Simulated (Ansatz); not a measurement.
# BCl (charge -1): a ladder of basis sets

Program: Ansatz 0.2.0 through its Python package.

`basis_bcl.py`
```python
"""Basis-set convergence for BCl(-)."""

import ansatz as az


def main() -> None:
    geometry_ang = [
        ("B", (0.0, 0.0, 0.0)),
        ("Cl", (0.0, 0.0, 1.885)),
    ]
    mol = az.Crystal.molecule()
    for symbol, xyz in geometry_ang:
        mol = mol.atom(symbol, xyz)

    base = mol.calculation().correlation("ccsd_t").charge(-1).spin("collinear", total=1)

    energies = {}
    for basis in ["cc-pVDZ", "cc-pVTZ", "cc-pVQZ"]:
        data = base.basis(gaussian=basis).run().report
        size = data["n_frozen"] + data["n_occupied"][0] + data["n_virtual"][0]
        energies[basis] = (data["reference_energy_ev"] / 27.211386246, data["free_energy_ev"] / 27.211386246)
        print(f"{basis:14s} {size:4d} orbitals  reference {energies[basis][0]:14.6f} Ha  total {energies[basis][1]:14.6f} Ha")

    # two-point extrapolation: the basis-set error of the correlation energy falls as X^-3
    small, large = (energies[b][1] - energies[b][0] for b in ("cc-pVTZ", "cc-pVQZ"))
    limit = (4 ** 3 * large - 3 ** 3 * small) / (4 ** 3 - 3 ** 3)
    print(f"correlation energy: {small:.6f} and {large:.6f} Ha, extrapolated {limit:.6f} Ha")
    print(f"share caught by the larger set: {100 * large / limit:.1f} %")


if __name__ == "__main__":
    main()
```

```console
$ python basis_bcl.py
cc-pVDZ          32 orbitals  reference    -484.107778 Ha  total    -484.336474 Ha
cc-pVTZ          64 orbitals  reference    -484.131985 Ha  total    -484.441391 Ha
cc-pVQZ         114 orbitals  reference    -484.140129 Ha  total    -484.476324 Ha
correlation energy: -0.309406 and -0.336195 Ha, extrapolated -0.355744 Ha
share caught by the larger set: 94.5 %
```

Against cc-pVDZ: cc-pVTZ -104.9 mHa and cc-pVQZ -139.9 mHa. The last step alone is -34.93 mHa. From the first set to the last the time grows from 1.6 to 61.4 s.

Notes:
- The drop along the ladder measures the basis error, and is no property of the molecule.
- The geometry is a force-field or estimated start, not a minimum of this method, and the last set is no limit. Much of the fall in a total is atomic energy, which cancels in bond and reaction energies.
- The species is open-shell (spin multiplicity 2).
- Inner cores stay frozen, so this is valence correlation.
- For Al to Cl the sets with a tight d function, cc-pV(X+d)Z, are usual.
- The spin state was assumed, and another may lie lower.
- An extrapolation from small basis sets is rough.
- Anions want diffuse functions, which this basis lacks.
- Finished in 70 s on 1 thread of Arm Neoverse V1 (shared host), peak memory 0.94 GiB.
